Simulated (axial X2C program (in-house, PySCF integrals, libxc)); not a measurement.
# SMg⁻: bond curves with and without spin–orbit coupling

What are the state, bond length, wavenumber and bond energy of SMg⁻, and what does spin–orbit coupling change?

The runs use an in-house X2C program for linear molecules on PySCF integrals; all-electron X2C, S dyall-av3z, Mg dyall-av3z.

All values are calculated.

### Step 1. Set-up

The input, task.json:

```json
{"zs": [16, 12], "q": -1, "bas": ["dyall-av3z", "dyall-av3z"], "levels": ["PBE0", "HF", "M06"], "cc": true, "r0": 2.26, "thr": -2.0, "nmax": 90, "npts": 10, "nst": 2, "ntry": 6}
```

Keys: zs atomic numbers; q charge; bas basis sets; levels methods (HF also brings MP2); cc coupled cluster on or off; r0 starting distance in Å; thr threshold in hartree for freezing inner shells (an s shell follows its p shell); nmax most natural virtual spinors; npts points asked for on the curve; nst determinants followed; ntry starts of the search.

The run is started by

```console
python so2c.py task.json out
```

Spin-free means the one-electron spin-free X2C Hamiltonian; two-component (2c) means X2C with spin–orbit coupling and atomic mean-field two-electron Coulomb and Gaunt terms. Basis: S dyall-av3z contracted to [9s8p3d2f], Mg dyall-av3z contracted to [10s9p6d4f]; Gaussian nuclei, density fitting. Masses: S 31.972 u, Mg 23.985 u.

Notation: σ, π±, δ± give the projection m of an orbital's angular momentum (0, ±1, ±2), α and β its spin, Λ and M_S the sums; ω is the projection of a spinor's total angular momentum and Ω the sum. Logs are in hartree.

The results follow Hamiltonian by Hamiltonian and level by level.

### Step 2. State search with PBE0

Determinants are compared with PBE0 at 2.260 Å.

Spin-free determinants:

```tsv
ΔE (eV)	state	open shells
0.00	M_S = 1/2, Λ = 0	beyond closed shells: σα
1.26	M_S = 1/2, Λ = 1	beyond closed shells: π+α, π+β, π-α
2.17	M_S = 1/2, Λ = 1	beyond closed shells: π+α
2.43	M_S = 3/2, Λ = 0	beyond closed shells: σα, π+α, π+β, 2 × π-α
2.43	M_S = 3/2, Λ = 2	beyond closed shells: σα, 2 × π+α, π+β, π-α
2.64	M_S = 3/2, Λ = 1	beyond closed shells: 2 × σα, π+α, π+β, π-α
2.69	M_S = 1/2, Λ = 1	beyond closed shells: 2 × σα, π+α, π+β, π-β
```

Two-component determinants:

| ΔE (eV) | state | open shells |
| --- | --- | --- |
| 0.00 | Ω = 1/2 | excess of +ω over −ω: ω = 1/2 |
| 1.24 | Ω = 3/2 | excess of +ω over −ω: ω = 3/2 |
| 2.17 | Ω = 3/2 | excess of +ω over −ω: ω = 3/2 |
| 2.41 | Ω = 7/2 | excess of +ω over −ω: ω = 1/2, 2 × ω = 3/2 |
| 2.52 | Ω = 5/2 | excess of +ω over −ω: 2 × ω = 1/2, ω = 3/2 |
| 2.62 | Ω = 5/2 | excess of +ω over −ω: 2 × ω = 1/2, ω = 3/2 |
| 2.65 | Ω = 5/2 | excess of +ω over −ω: ω = -1/2, 2 × ω = 3/2 |

### Step 3. PBE0, spin-free

State followed: M_S = 1/2, Λ = 0 (beyond closed shells: σα). The scan is laid around 2.217 Å, a first estimate of the minimum, and this SCF restarts from the orbitals of the search.

Output at 2.217 Å:

```text
spin-free X2C-1e  PBE0
basis functions 157  fitting functions 667  grid points 4359
iter        total energy     max residual
   1       -597.016029753     1.78e+00
   2       -599.443972842     5.88e-02
   3       -597.752986452     1.51e-01
   4       -599.512627420     7.81e-03
   5       -599.512288090     1.11e-02
   6       -599.515828366     2.40e-03
   7       -599.516033827     9.33e-04
   8       -599.516060738     1.98e-04
   9       -599.516064001     8.82e-05
  10       -599.516064834     3.19e-05
  11       -599.516065051     1.79e-05
  12       -599.516065068     1.53e-06
  13       -599.516065068     6.71e-07
converged
one-electron -929.52753109  Coulomb 326.44831604  exact exchange -10.33535886  xc functional -31.93009941  nuclear repulsion 45.82860825
```

Along the bond, energies from the lowest point:

| R (Å) | E (eV) | μ (D) | HOMO (eV) | LUMO (eV) | iterations |
| --- | --- | --- | --- | --- | --- |
| 1.929 | 0.7118 | 0.76 | -0.22 | 2.00 | 15 |
| 2.018 | 0.2926 | 1.14 | -0.32 | 1.93 | 15 |
| 2.084 | 0.1141 | 1.41 | -0.39 | 1.87 | 15 |
| 2.151 | 0.0233 | 1.66 | -0.46 | 1.81 | 14 |
| 2.217 | 0.0000 | 1.90 | -0.53 | 1.75 | 13 |
| 2.295 | 0.0367 | 2.14 | -0.60 | 1.68 | 14 |
| 2.372 | 0.1221 | 2.35 | -0.67 | 1.62 | 15 |
| 2.472 | 0.2783 | 2.56 | -0.66 | 1.54 | 15 |
| 2.594 | 0.5040 | 2.70 | -0.63 | 1.46 | 15 |
| 2.771 | 0.8385 | 2.71 | -0.63 | 1.40 | 15 |

Dipoles are positive if Mg is the positive end and refer to the centre of mass.

Outer orbitals at the reference distance:

| symmetry | occupied | ε (eV) | atomic character |
| --- | --- | --- | --- |
| σα | yes | -11.83 | 72% S s, 10% Mg p, 8% Mg d |
| σβ | yes | -11.54 | 72% S s, 10% Mg p, 8% Mg d |
| σα | yes | -2.56 | 63% S p, 29% Mg s, 3% Mg p |
| σβ | yes | -1.91 | 68% S p, 24% Mg s, 2% S s |
| π+α | yes | -0.88 | 77% S p, 12% Mg p, 7% Mg d |
| π-α | yes | -0.88 | 77% S p, 12% Mg p, 7% Mg d |
| π+β | yes | -0.83 | 77% S p, 11% Mg p, 8% Mg d |
| π-β | yes | -0.83 | 77% S p, 11% Mg p, 8% Mg d |
| σα | yes | -0.53 | 37% Mg p, 36% Mg s, 22% S p |
| σβ | no | 1.75 | 55% Mg s, 26% Mg p, 13% S p |
| σα | no | 1.99 | 83% Mg p, 15% Mg s |
| π-α | no | 2.09 | 98% Mg p |
| π+α | no | 2.09 | 98% Mg p |

PBE0 fields in the half plane through the axis: z from -2.4 to 4.5 Å across, distance from the axis 0.15 to 2.25 Å upwards; S lies at z = 0 and Mg at z = 2.217 Å; the ELF is damped to zero where the density is low.

log10 density (e/bohr³). Ten even steps from '0' (-4.11 ) to '9' (1.22 ):
```
000111222222222222221111
001122233333222222222211
011223333333333333322222
112233444444433333333222
112334555554444433333322
122345566655444554433332
123345666665556775443332
123445689865557987543332
```

ELF. Ten even steps from ' ' (0.00 ) to '@' (1.00 ):
```
        ....::::----::::::....::--++**######**==
      ..::--==========----::::--++##%%@@@@@@%%##
    ..::--++++******++++====--==++%%@@@@@@@@@@@@
    ..--++**##########****==--::--**@@@@@@@@@@@@
  ..::==**##%%%%%%%%####**==..    ..**@@@@@@@@@@
  ..--++##%%%%%%##%%%%%%**..  ....  ..%%@@@@@@@@
  ..--**##%%##..  ..##%%**  ==%%##--  ++@@@@@@@@
  ::==**##%%--**##**--%%==  %%++####  --@@@@@@@@
```

Re = 2.211 Å, ωe = 484 cm⁻¹, ωexe = 2.64 cm⁻¹, Be = 0.2517 cm⁻¹, De = 2.22 eV, μ = 1.87 D.

### Step 4. HF, spin-free

The SCF at the reference distance of 2.217 Å:

```text
spin-free X2C-1e  HF
basis functions 157  fitting functions 667  grid points 4359
iter        total energy     max residual
   1       -598.592042228     6.49e-02
   2       -598.605675077     3.38e-03
   3       -598.606533333     1.63e-03
   4       -598.606780454     8.87e-04
   5       -598.606876980     7.35e-04
   6       -598.606928859     4.15e-04
   7       -598.606955108     2.42e-04
   8       -598.606968164     9.02e-05
   9       -598.606970186     6.77e-05
  10       -598.606970862     5.05e-05
  11       -598.606971329     1.87e-05
  12       -598.606971400     4.46e-06
  13       -598.606971402     1.47e-06
converged
one-electron -929.48346238  Coulomb 326.46192556  exact exchange -41.41404283  xc functional 0.00000000  nuclear repulsion 45.82860825
```

No constants are quoted: the solution changes its character somewhere along the scan, so the fit is set aside.

### Step 5. M06, spin-free

Output at 2.217 Å:

```text
spin-free X2C-1e  M06
basis functions 157  fitting functions 667  grid points 4359
iter        total energy     max residual
   1       -599.723247019     2.77e-02
   2       -599.725134441     7.32e-03
   3       -599.725391811     5.72e-03
   4       -599.726280273     5.39e-03
   5       -599.727134489     1.76e-03
   6       -599.727208485     1.82e-04
   7       -599.727213740     3.94e-04
   8       -599.727216674     1.89e-04
   9       -599.727217950     1.04e-04
  10       -599.727218285     5.47e-05
  11       -599.727218378     5.86e-06
  12       -599.727218381     2.36e-06
  13       -599.727218382     8.98e-07
converged
one-electron -929.63045309  Coulomb 326.55797567  exact exchange -11.16178317  xc functional -31.32156605  nuclear repulsion 45.82860825
```

Re = 2.206 Å, ωe = 482 cm⁻¹, ωexe = 2.86 cm⁻¹, Be = 0.2528 cm⁻¹, De = 2.13 eV, μ = 1.68 D.

### Step 6. MP2 and beyond, spin-free

Correlated methods: 9 electrons correlated (frozen shells, counted by type: S 2 s, 1 p; Mg 2 s, 1 p), 273 virtual spinors in MP2, 89 natural virtuals in coupled cluster.

Output of the correlated part at 2.217 Å:

```text
correlated 9  virtual 273  natural virtual 89  E(MP2) -0.215370569  MP2 remainder -0.004694275
iter   CCSD correlation   residual
   1     -0.218072172   1.14e-01
   2     -0.223116349   4.92e-02
   3     -0.225162656   2.24e-02
   4     -0.225132963   8.90e-03
   5     -0.225200109   3.49e-03
   6     -0.225212849   1.38e-03
   7     -0.225213063   6.46e-04
   8     -0.225219698   3.20e-04
   9     -0.225214974   1.40e-04
  10     -0.225215759   5.25e-05
  11     -0.225215492   2.10e-05
  12     -0.225215612   9.46e-06
  13     -0.225215641   4.10e-06
  14     -0.225215646   1.80e-06
(T) -0.014142711  T1 0.0289  D1 0.0504  max T2 0.040
```

T1 in the output is the amplitude norm over the root of the electron number; divide by √2 for the Lee–Taylor value.

MP2: No constants are quoted: the reference changes its character somewhere along the scan, so the fit is set aside.

CCSD: No constants are quoted: the reference changes its character somewhere along the scan, so the fit is set aside.

CCSD(T): No constants are quoted: the reference changes its character somewhere along the scan, so the fit is set aside.

### Step 7. A higher determinant, spin-free

State: M_S = 1/2, Λ = 1 (beyond closed shells: π+α, π+β, π-α).

Output at the reference distance:

```text
spin-free X2C-1e  PBE0
basis functions 157  fitting functions 667  grid points 4359
iter        total energy     max residual
   1       -596.851587231     1.79e+00
   2       -599.421012050     4.20e-02
   3       -599.424464149     4.19e-02
   4       -599.466227521     1.71e-03
   5       -599.466302989     8.87e-04
   6       -599.466328871     1.75e-04
   7       -599.466329784     7.39e-05
   8       -599.466329955     7.45e-06
   9       -599.466329961     1.78e-06
  10       -599.466329961     8.03e-07
converged
one-electron -928.21702210  Coulomb 325.14715542  exact exchange -10.33039679  xc functional -31.89467475  nuclear repulsion 45.82860825
```

| R (Å) | E above the lowest PBE0 point (eV) |
| --- | --- |
| 1.929 | 2.770 |
| 2.018 | 2.124 |
| 2.084 | 1.782 |
| 2.151 | 1.531 |
| 2.217 | 1.353 |
| 2.295 | 1.216 |
| 2.372 | 1.134 |
| 2.472 | 1.090 |
| 2.594 | 1.095 |

No constants are quoted: too few points lie around the minimum for a second fit to confirm the first.

### Step 8. The spin-free curves together

Energy (eV) of the followed determinant, spin-free, from each level's lowest point:

| R (Å) | PBE0 | HF (jumps) | MP2 (its reference jumps) | CCSD (its reference jumps) | CCSD(T) (its reference jumps) | M06 |
| --- | --- | --- | --- | --- | --- | --- |
| 1.929 | 0.712 | 0.727 | 0.788 | n/a | n/a | 0.680 |
| 2.018 | 0.293 | 0.290 | 0.336 | 0.322 | 0.344 | 0.275 |
| 2.084 | 0.114 | 0.107 | 0.139 | 0.130 | 0.146 | 0.104 |
| 2.151 | 0.023 | 0.017 | 0.033 | 0.030 | 0.038 | 0.019 |
| 2.217 | 0.000 | 0.000 | 0.000 | 0.000 | 0.000 | 0.000 |
| 2.295 | 0.037 | 0.049 | 0.032 | 0.031 | 0.022 | 0.040 |
| 2.372 | 0.122 | 0.149 | 0.126 | 0.111 | 0.097 | 0.126 |
| 2.472 | 0.278 | 0.316 | 0.343 | 0.255 | 0.244 | 0.279 |
| 2.594 | 0.504 | 0.501 | 0.767 | n/a | n/a | 0.493 |
| 2.771 | 0.839 | 0.690 | 1.203 | n/a | n/a | 0.789 |

### Step 9. PBE0, 2c

State followed: Ω = 1/2 (excess of +ω over −ω: ω = 1/2). The scan is laid around 2.217 Å, a first estimate of the minimum, and this SCF restarts from the orbitals of the search.

The SCF at the reference distance of 2.217 Å:

```text
two-component X2C + atomic mean field  PBE0
basis functions 157  fitting functions 667  grid points 4359
iter        total energy     max residual
   1       -596.847150642     1.83e+00
   2       -599.363158055     5.87e-02
   3       -597.542068723     1.44e-01
   4       -599.426616854     1.12e-02
   5       -599.431428974     1.04e-02
   6       -599.434727932     2.73e-03
   7       -599.434995592     1.15e-03
   8       -599.435038006     1.88e-04
   9       -599.435042572     1.05e-04
  10       -599.435043540     3.50e-05
  11       -599.435043795     2.36e-05
  12       -599.435043821     4.94e-06
  13       -599.435043822     7.77e-07
converged
one-electron -929.31029466  Coulomb 326.38484409  exact exchange -10.33328223  xc functional -31.92364068  nuclear repulsion 45.82860825  atomic mean-field constant -0.08127858
```

Along the bond, energies from the lowest point:

| R (Å) | E (eV) | μ (D) | HOMO (eV) | LUMO (eV) | iterations |
| --- | --- | --- | --- | --- | --- |
| 1.929 | 0.7128 | 0.76 | -0.22 | 2.00 | 15 |
| 2.018 | 0.2932 | 1.14 | -0.32 | 1.93 | 15 |
| 2.084 | 0.1145 | 1.41 | -0.39 | 1.87 | 15 |
| 2.151 | 0.0235 | 1.66 | -0.46 | 1.81 | 14 |
| 2.217 | 0.0000 | 1.89 | -0.52 | 1.75 | 13 |
| 2.295 | 0.0365 | 2.14 | -0.60 | 1.69 | 14 |
| 2.372 | 0.1216 | 2.35 | -0.66 | 1.62 | 15 |
| 2.472 | 0.2775 | 2.56 | -0.64 | 1.54 | 15 |
| 2.594 | 0.5029 | 2.69 | -0.61 | 1.46 | 15 |
| 2.771 | 0.8369 | 2.69 | -0.61 | 1.40 | 17 |

Dipoles are positive if Mg is the positive end and refer to the centre of mass.

Outer spinors at the reference distance:

| ω | occupied | ε (eV) | atomic character | λ mixture |
| --- | --- | --- | --- | --- |
| 1/2 | yes | -11.83 | 72% S s, 10% Mg p, 8% Mg d | 100% σ |
| -1/2 | yes | -11.54 | 72% S s, 10% Mg p, 8% Mg d | 100% σ |
| 1/2 | yes | -2.57 | 63% S p, 29% Mg s, 3% Mg p | 100% σ |
| -1/2 | yes | -1.91 | 68% S p, 24% Mg s, 2% Mg p | 100% σ |
| -1/2 | yes | -0.90 | 77% S p, 12% Mg p, 7% Mg d | 100% π |
| 3/2 | yes | -0.86 | 77% S p, 12% Mg p, 7% Mg d | 100% π |
| 1/2 | yes | -0.86 | 77% S p, 11% Mg p, 8% Mg d | 100% π |
| -3/2 | yes | -0.81 | 77% S p, 11% Mg p, 8% Mg d | 100% π |
| 1/2 | yes | -0.52 | 36% Mg p, 36% Mg s, 22% S p | 100% σ |
| -1/2 | no | 1.75 | 55% Mg s, 26% Mg p, 13% S p | 100% σ |
| 1/2 | no | 1.99 | 83% Mg p, 16% Mg s | 100% σ |
| -1/2 | no | 2.09 | 98% Mg p | 100% π |
| 3/2 | no | 2.09 | 98% Mg p | 100% π |

PBE0 fields in the half plane through the axis: z from -2.4 to 4.5 Å across, distance from the axis 0.15 to 2.25 Å upwards; S lies at z = 0 and Mg at z = 2.217 Å; the ELF is damped to zero where the density is low.

log10 density (e/bohr³). Ten even steps from '0' (-4.11 ) to '9' (1.22 ):
```
000111222222222222221111
001122233333222222222211
011223333333333333322222
112233444444433333333222
112334555554444433333322
122345566655444554433332
123345666665556775443332
123445689865557987543332
```

ELF. Ten even steps from ' ' (0.00 ) to '@' (1.00 ):
```
        ....::::----::::::....::--++**######**==
      ..::--==========----::::--++##%%@@@@@@%%##
    ..::--++++******++++====--==++%%@@@@@@@@@@@@
    ..--++**##########****==--::--**@@@@@@@@@@@@
  ..::==**##%%%%%%%%####**==..    ..**@@@@@@@@@@
  ..--++##%%%%%%##%%%%%%**..  ....  ..%%@@@@@@@@
  ..--**##%%##..  ..##%%**  ==%%##--  ++@@@@@@@@
  ::==**##%%--**##**--%%==  %%++####  --@@@@@@@@
```

Re = 2.211 Å, ωe = 484 cm⁻¹, ωexe = 2.65 cm⁻¹, Be = 0.2516 cm⁻¹, De = 2.22 eV, μ = 1.87 D.

### Step 10. HF, 2c

The SCF at the reference distance of 2.217 Å:

```text
two-component X2C + atomic mean field  HF
basis functions 157  fitting functions 667  grid points 4359
iter        total energy     max residual
   1       -598.511249827     6.50e-02
   2       -598.524876142     3.38e-03
   3       -598.525734175     1.63e-03
   4       -598.525981227     8.87e-04
   5       -598.526077742     7.35e-04
   6       -598.526129514     4.15e-04
   7       -598.526155753     2.42e-04
   8       -598.526168856     9.18e-05
   9       -598.526170896     6.89e-05
  10       -598.526171577     5.13e-05
  11       -598.526172045     1.88e-05
  12       -598.526172116     4.47e-06
  13       -598.526172118     1.49e-06
converged
one-electron -929.26623104  Coulomb 326.39844602  exact exchange -41.40571676  xc functional 0.00000000  nuclear repulsion 45.82860825  atomic mean-field constant -0.08127858
```

No constants are quoted: the solution changes its character somewhere along the scan, so the fit is set aside.

### Step 11. M06, 2c

Output at 2.217 Å:

```text
two-component X2C + atomic mean field  M06
basis functions 157  fitting functions 667  grid points 4359
iter        total energy     max residual
   1       -599.642251932     2.77e-02
   2       -599.644135192     7.32e-03
   3       -599.644384844     5.74e-03
   4       -599.645280897     5.39e-03
   5       -599.646135658     1.77e-03
   6       -599.646210203     1.81e-04
   7       -599.646215449     3.96e-04
   8       -599.646218436     1.89e-04
   9       -599.646219746     1.02e-04
  10       -599.646220077     5.24e-05
  11       -599.646220168     5.87e-06
  12       -599.646220172     2.31e-06
  13       -599.646220172     1.01e-06
converged
one-electron -929.41370656  Coulomb 326.49500472  exact exchange -11.15954082  xc functional -31.31530718  nuclear repulsion 45.82860825  atomic mean-field constant -0.08127858
```

Re = 2.206 Å, ωe = 481 cm⁻¹, ωexe = 2.88 cm⁻¹, Be = 0.2527 cm⁻¹, De = 2.11 eV, μ = 1.67 D.

### Step 12. Correlated methods, 2c

Correlated methods: 9 electrons correlated (frozen shells, counted by type: S 2 s, 1 p; Mg 2 s, 1 p), 273 virtual spinors in MP2, 90 natural virtuals in coupled cluster.

Output of the correlated part at 2.217 Å:

```text
correlated 9  virtual 273  natural virtual 90  E(MP2) -0.215367779  MP2 remainder -0.004523218
iter   CCSD correlation   residual
   1     -0.218203857   1.14e-01
   2     -0.223243417   4.92e-02
   3     -0.225290504   2.24e-02
   4     -0.225261476   8.91e-03
   5     -0.225328411   3.50e-03
   6     -0.225341238   1.39e-03
   7     -0.225341436   6.47e-04
   8     -0.225348117   3.21e-04
   9     -0.225343372   1.41e-04
  10     -0.225344160   5.30e-05
  11     -0.225343890   2.15e-05
  12     -0.225344013   1.01e-05
  13     -0.225344043   4.85e-06
  14     -0.225344048   2.59e-06
(T) -0.014168527  T1 0.0289  D1 0.0504  max T2 0.040
```

MP2: No constants are quoted: the reference changes its character somewhere along the scan, so the fit is set aside.

CCSD: No constants are quoted: the reference changes its character somewhere along the scan, so the fit is set aside.

CCSD(T): No constants are quoted: the reference changes its character somewhere along the scan, so the fit is set aside.

### Step 13. A higher determinant, 2c

State: Ω = 3/2 (excess of +ω over −ω: ω = 3/2).

Output at the reference distance:

```text
two-component X2C + atomic mean field  PBE0
basis functions 157  fitting functions 667  grid points 4359
iter        total energy     max residual
   1       -596.678535668     1.84e+00
   2       -599.340963693     4.19e-02
   3       -599.344357920     4.19e-02
   4       -599.385964063     1.70e-03
   5       -599.386038943     8.83e-04
   6       -599.386064574     1.76e-04
   7       -599.386065491     7.38e-05
   8       -599.386065662     7.52e-06
   9       -599.386065668     1.79e-06
  10       -599.386065669     8.39e-07
converged
one-electron -928.00569816  Coulomb 325.08908196  exact exchange -10.32837348  xc functional -31.88840564  nuclear repulsion 45.82860825  atomic mean-field constant -0.08127858
```

| R (Å) | E above the lowest PBE0 point (eV) |
| --- | --- |
| 1.929 | 2.750 |
| 2.018 | 2.104 |
| 2.084 | 1.761 |
| 2.151 | 1.511 |
| 2.217 | 1.333 |
| 2.295 | 1.195 |
| 2.372 | 1.114 |
| 2.472 | 1.069 |
| 2.594 | 1.074 |

No constants are quoted: too few points lie around the minimum for a second fit to confirm the first.

### Step 14. The 2c curves together

Energy (eV) of the followed determinant, 2c, from each level's lowest point:

| R (Å) | PBE0 | HF (jumps) | MP2 (its reference jumps) | CCSD (its reference jumps) | CCSD(T) (its reference jumps) | M06 |
| --- | --- | --- | --- | --- | --- | --- |
| 1.929 | 0.713 | 0.729 | 0.789 | n/a | n/a | 0.681 |
| 2.018 | 0.293 | 0.291 | 0.337 | 0.323 | 0.345 | 0.275 |
| 2.084 | 0.115 | 0.107 | 0.139 | 0.131 | 0.146 | 0.104 |
| 2.151 | 0.024 | 0.017 | 0.033 | 0.030 | 0.038 | 0.019 |
| 2.217 | 0.000 | 0.000 | 0.000 | 0.000 | 0.000 | 0.000 |
| 2.295 | 0.036 | 0.048 | 0.032 | 0.031 | 0.022 | 0.039 |
| 2.372 | 0.122 | 0.148 | 0.125 | 0.111 | 0.096 | 0.125 |
| 2.472 | 0.278 | 0.315 | 0.343 | 0.255 | 0.244 | 0.278 |
| 2.594 | 0.503 | 0.497 | 0.806 | n/a | n/a | 0.492 |
| 2.771 | 0.837 | 0.695 | 1.233 | n/a | n/a | 0.786 |

The whole job took 95 s on 1 thread of Arm Neoverse V2, shared host.

### Step 15. Constants

Lowest determinant that the search found at its distance, spin-free: M_S = 1/2, Λ = 0 (beyond closed shells: σα).

Lowest determinant that the search found at its distance, 2c: Ω = 1/2 (excess of +ω over −ω: ω = 1/2).

```
Hamiltonian  level  Re (Å)  ωe (cm⁻¹)  De (eV)  μ (D)
  spin-free   PBE0   2.211        484     2.22   1.87
  spin-free    M06   2.206        482     2.13   1.68
         2c   PBE0   2.211        484     2.22   1.87
         2c    M06   2.206        481     2.11   1.67
```

Dipoles are positive if Mg is the positive end and refer to the centre of mass. No constants: spin-free HF (the solution changes its character somewhere along the scan, so the fit is set aside); spin-free MP2 (the reference changes its character somewhere along the scan, so the fit is set aside); spin-free CCSD (the reference changes its character somewhere along the scan, so the fit is set aside); spin-free CCSD(T) (the reference changes its character somewhere along the scan, so the fit is set aside); 2c HF (the solution changes its character somewhere along the scan, so the fit is set aside); 2c MP2 (the reference changes its character somewhere along the scan, so the fit is set aside); 2c CCSD (the reference changes its character somewhere along the scan, so the fit is set aside); 2c CCSD(T) (the reference changes its character somewhere along the scan, so the fit is set aside).

Time per point (s) on 1 thread of Arm Neoverse V2, shared host (2c runs); the times are rough: PBE0 0.45, M06 0.98.

In words: At PBE0, going from spin-free to two-component changes Re by 0 mÅ, ωe by 0.0 %; the spin-free picture holds up (part of it comes from the scalar share of the two-electron terms). De moves by 0.00 eV; both De rest on single-determinant atoms, which can miss part of an open shell's spin–orbit lowering.

De refers to S- + Mg, each in the lowest determinant found, which need not be this curve's own limit. The state is a single determinant with fixed occupations, the lowest that a limited PBE0 search found. De is counted from the lowest determinant-based energies of the atoms at the same level, without counterpoise correction. Density functionals use the spin component along the axis (collinear). The meta-GGAs lack a current-density term, which matters for open shells with orbital currents, atoms included.
